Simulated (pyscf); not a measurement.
## Insertion: H₃C–In [singlet] + H₂O → H₃C–InH–OH

Gas phase, singlet surface, charge 0. Bonds broken: O6–H7. Bonds formed: In1–O6, In1–H7. PySCF, gas phase, ωB97X-D3(BJ)/def2-SVP geometries. MP2 and CC: frozen core, UHF for open shells. ΔMP2 is the change of the MP2 total energy from the triple- to the quadruple-zeta basis.

Transition state (Å):

```xyz
8

In    -1.2573    -0.5557     0.2671
C      0.2139     0.2762    -1.0679
H      0.7733     1.0654    -0.5411
H     -0.2505     0.7029    -1.9696
H      0.9222    -0.5084    -1.3803
O     -0.9267    -0.2893     2.4051
H     -1.9885    -1.1669     1.7411
H     -0.2074    -0.6354     2.9557
```

One imaginary mode, 1375i cm⁻¹; descent along it reached the two sides named, in the forms told below.

```csv
bond,change,reactant side (Å),saddle,product side
O6–H7,breaks,0.964,1.529,3.1
In1–O6,forms,2.6,2.180,2.006
In1–H7,forms,3.3,1.755,1.715
```

Electronic energies relative to the separated reactants (kJ/mol):

| level | barrier | reaction energy | reverse barrier |
|---|---|---|---|
| ωB97X-D3(BJ)/def2-TZVP | 156.1 | -51.8 | 207.9 |
| PBE/def2-TZVP | 122.2 | -29.5 | 151.7 |
| r²SCAN/def2-TZVP | 124.3 | -46.8 | 171.1 |
| B3LYP-D3(BJ)/def2-TZVP | 155.0 | -20.5 | 175.5 |
| PBE0-D3(BJ)/def2-TZVP | 146.6 | -34.0 | 180.6 |
| M06-2X/def2-TZVP | 158.2 | -39.1 | 197.3 |
| ωB97M-D3(BJ)/def2-TZVP | 163.5 | -33.9 | 197.4 |
| HF/def2-TZVP | 242.3 | -18.0 | 260.3 |
| MP2/def2-QZVPP | 153.8 | -32.4 | 186.1 |
| CCSD/def2-TZVPP | 182.3 | -25.7 | 208.0 |
| CCSD(T)/def2-TZVPP | 164.1 | -31.1 | 195.3 |
| CCSD(T)/def2-TZVPP + ΔMP2(QZVPP) | 159.3 | -32.1 | 191.5 |

With CCSD(T)/def2-TZVPP + ΔMP2(QZVPP) energies and thermal terms (ideal gas, 1 atm, RRHO with modes under 100 cm⁻¹ raised to 100, one conformer, R ln 2 for chiral ones without a mode under 150 cm⁻¹), in kJ/mol:

```tsv
T (K)	ΔH‡	ΔG‡	ΔH	ΔG
298	147.9	184.7	-36.6	+1.1
600	150.1	221.3	-33.2	+38.2
900	153.8	256.1	-27.7	+72.8
1200	157.8	289.6	-21.7	+105.4
```

On the reactant side the descent ends in a bound adduct (not fully relaxed), 36.0 kJ/mol under the separated species and 192.2 kJ/mol under the saddle at ωB97X-D3(BJ)/def2-TZVP. The same reactants have a lower exit, to HO–In [singlet] + CH₄ (barrier +20.7 kJ/mol at ωB97M-D3(BJ)/def2-TZVP, against +163.5 kJ/mol here). One saddle was located; it need not be the lowest between these sides. The CCSD(T) − MP2 part came from Ansatz, without density fitting, on the same reference. The frozen core leaves the outer d or s,p core shells of the metals and heavy elements correlated in the MP2 and CC values, and def2-TZVPP describes them poorly, which can shift differences by a few kcal/mol. Elements past Kr carry the def2 core potentials, without spin-orbit coupling.
